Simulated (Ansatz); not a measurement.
C4H9O+: structure from calculated spectroscopic constants

These gas-phase data were calculated for one isomer of C4H9O+ at PBE0-D3(BJ)/def2-SVP (harmonic, unscaled wavenumbers; equilibrium rotational constants with average atomic masses):

```
rotational constants            : 9.226, 3.575, 2.716 GHz
all wavenumbers above 1500 cm⁻¹ : 3718, 3200, 3199, 3188, 3142, 3088, 3074, 3041, 3005, 1637, 1518
```

Candidates:

(1) `CC[C+](C)O`, a singlet
(2) `CO[C+](C)C`, a singlet

Which structure fits?

Candidate (1). The band at 3718 cm⁻¹ lies where the O–H stretch is expected; (2) has no mode between 3300 and 4000 cm⁻¹.

The same quantities for all candidates:

|  | rotational constants (GHz) | wavenumbers above 1500 cm⁻¹ | E above the lowest, PBE0-D3(BJ)/def2-SVP (kcal/mol) |
| --- | --- | --- | --- |
| (1) | 9.226, 3.575, 2.716 | 3718, 3200, 3199, 3188, 3142, 3088, 3074, 3041, 3005, 1637, 1518 | 0.0 |
| (2) | 8.263, 4.002, 2.841 | 3251, 3221, 3217, 3212, 3129, 3128, 3090, 3053, 3048, 1668 | 6.3 |

Each candidate is one conformer. Programs: Ansatz 0.2.0.
